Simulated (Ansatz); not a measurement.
# Rb (Cmcm)

Level of theory: DFT r2SCAN, scalar-relativistic, plane waves, PAW in Ansatz.

Plane waves to 500 eV, a k mesh through Γ of 8×10×4 on the computed 4-atom cell and Gaussian smearing (0.10 eV); no spin polarisation.

The structure is relaxed at this level of theory with its symmetry kept. This form isn't the element's structure at ambient conditions.

It takes space group Cmcm (No. 63, orthorhombic). The conventional cell has a = 4.747 Å, b = 16.275 Å, c = 4.982 Å, α = 90.00°, β = 90.00°, γ = 90.00°.

```
Volume per atom                                                   : 96.22 Å³
Formation energy from the elements' standard states (uncorrected) : +0.033 eV/atom
Generalised Kohn–Sham band gap                                    : none (metal)
Density of states at the Fermi level                              : 3.22 states/eV per cell
Löwdin character within 0.5 eV of the Fermi level                 : Rb 5s 76 %, unprojected 24 %
```

Cost: 1 run of about 7.7 core-minutes, on Arm Neoverse V1 (shared hosts).